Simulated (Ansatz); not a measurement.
Ideal-gas functions of C₂H₄Si, SMILES `C#C[SiH3]` at 400 K and 1 bar, from an Ansatz frequency run at PBE0-D4/def2-TZVP.

Molar mass 56.14 g/mol, point group C3v (symmetry number 3), electronic degeneracy 1, moments of inertia 5.926, 104.6, 104.6 u Å². Harmonic wavenumbers (cm⁻¹, unscaled): 232, 232, 640, 680, 680, 730, 730, 927, 942, 942, 2165, 2243, 2246, 2246, 3466.

Use S(trans) = R[1.5 ln M + 2.5 ln T − 1.1517]; rotational temperatures θ = 24.2544 K / I; S(rot) = R[ln(√π/σ · √(T³/θAθBθC)) + 1.5]; for each mode x = 1.438777 ν̃/T, S = R[x/(eˣ − 1) − ln(1 − e⁻ˣ)] and H = RT x/(eˣ − 1); 1 cm⁻¹ = 0.0119627 kJ/mol; R = 8.31446 J/(mol·K).

Q: By hand: the entropy, in J/(mol·K).

A: Translation 165.2. Rotation: θ = 4.0929, 0.2319, 0.2319 K, giving 89.1. Vibration, mode by mode: 10.06, 10.06, 3.00, 2.68, 2.68, 2.33, 2.33, 1.33, 1.27, 1.27, 0.03, 0.02, 0.02, 0.02, 0.00, in all 37.1. Electronic 0.0. Sum 291.4 J/(mol·K).

Q: By hand: H − E and G − E in kJ/mol, counted from the electronic energy.

A: Zero-point energy ½ × 19101 × 0.0119627 = 114.2; thermal vibration 9.2; translation, rotation and pV give 4 RT = 13.3. H − E = 136.7 kJ/mol, and G − E = 136.7 − 400 × 291.4/1000 = 20.1 kJ/mol.

Vibration gives 13 % of the entropy.
